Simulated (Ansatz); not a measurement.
I need vertical and adiabatic energies of changing the electron count of AlH₄PSi, SMILES [AlH]1[SiH2][PH]1. Use the Ansatz DFT code, driven from Python. Use (for the species named): r2SCAN, def2-SVP basis, multiplicity 1, D3BJ dispersion.

```xyz
7

Al   -1.1652   -0.5999   -0.5214
Si    0.3571    0.8982    0.4640
P     0.6089   -1.2453    0.7380
H    -2.4041   -0.8398   -1.4665
H     1.3313    1.5109   -0.4713
H    -0.1536    1.6289    1.6429
H     1.4869   -1.4209   -0.4314
```

`run_adiabatic.py`:
```python
"""How AlH4PSi relaxes after losing an electron."""

import ansatz as az
from ase import Atoms
import numpy as np


def main() -> None:
    atoms = Atoms(["Al", "Si", "P", "H", "H", "H", "H"], positions=[
        (-1.1652, -0.5999, -0.5214),
        (0.3571, 0.8982, 0.464),
        (0.6089, -1.2453, 0.738),
        (-2.4041, -0.8398, -1.4665),
        (1.3313, 1.5109, -0.4713),
        (-0.1536, 1.6289, 1.6429),
        (1.4869, -1.4209, -0.4314),
    ])
    molecule = az.Crystal.molecule_from_ase(atoms)

    base = (
        molecule.calculation()
        .basis(gaussian="def2-SVP")
        .functional("r2scan", dispersion="d3bj")
    )
    symbols = [site.symbol for site in molecule.cartesian_sites]
    start = np.array([site.position_ang for site in molecule.cartesian_sites], dtype=float)
    data = base.relax(force_tolerance=0.01).run(threads=1).report
    end = np.array(data["positions_ang"])

    minimum = az.Crystal.molecule()
    for symbol, place in zip(symbols, end):
        minimum = minimum.atom(symbol, place.tolist())
    ion = (
        minimum.calculation()
        .basis(gaussian="def2-SVP")
        .functional("r2scan", dispersion="d3bj")
        .charge(1)
        .spin("collinear", total=1)
    )
    vertical = ion.run(threads=1).report
    settled = ion.relax(force_tolerance=0.01, max_steps=80).run(threads=1).report
    print(f"vertical ionisation energy   {vertical['free_energy_ev'] - data['free_energy_ev']:.3f} eV")
    print(f"adiabatic, no zero point     {settled['free_energy_ev'] - data['free_energy_ev']:.3f} eV")
    print(f"relaxation energy of the ion {vertical['free_energy_ev'] - settled['free_energy_ev']:.3f} eV")
    ionised = np.array(settled["positions_ang"])
    print("final positions (A) and the move of each atom")
    for symbol, xyz, old in zip(symbols, ionised, end):
        print(f"{symbol:2s} {xyz[0]:10.5f} {xyz[1]:10.5f} {xyz[2]:10.5f}   {np.linalg.norm(xyz - old):7.4f}")


if __name__ == "__main__":
    main()
```

```console
$ python run_adiabatic.py
DeckWarning: the engine holds no damping parameters fitted to this dispersion correction and functional, so the run takes those fitted to r2scan beside the three-body term, which d3bj leaves out (hamiltonian.dispersion, under Limitations)
vertical ionisation energy   8.040 eV
adiabatic, no zero point     7.597 eV
relaxation energy of the ion 0.443 eV
final positions (A) and the move of each atom
Al   -1.20667   -0.69246   -0.58425    0.1540
Si    0.46912    0.95900    0.46978    0.1826
P     0.60523   -1.27936    0.73253    0.0707
H    -2.47920   -0.96921   -1.44618    0.2946
H     1.47287    1.68311   -0.34689    0.0984
H    -0.16697    1.66798    1.60687    0.1555
H     1.36692   -1.43696   -0.47756    0.3692
```
(Warnings from the package without file and line.)

The energies are electronic: no zero-point or thermal terms, and the basis set is short of its limit. The product may relax into another structure. Each relaxation finds its nearest minimum, which needn't be the lowest. A dispersion term here runs with damping parameters fitted for another variant or functional. It ran for 2.6 min on 1 thread of Arm Neoverse V1 (shared host), peak memory 0.28 GiB.
